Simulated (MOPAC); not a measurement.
MOPAC input (PM7):

```
PM7 PRECISE GNORM=0.05 LET XYZ CHARGE=-1 GEO-OK AUX(PRECISION=9) THREADS=1
C4H4N

N    -0.00181269 1    0.00359022 1    1.22722463 1
C     0.00162323 1    1.08102868 1    0.39732440 1
C    -0.00280630 1   -1.07868549 1    0.40363605 1
C     0.00285416 1    0.70543113 1   -0.95100856 1
C    -0.00005088 1   -0.71098333 1   -0.94686916 1
H     0.00308933 1    2.08907821 1    0.79989107 1
H    -0.00547032 1   -2.08436240 1    0.81208774 1
H     0.00547332 1    1.35944646 1   -1.81451217 1
H    -0.00012480 1   -1.37003976 1   -1.80653539 1
```

Task: What heat of formation does the run end on?

Result: 9.55 kcal/mol.
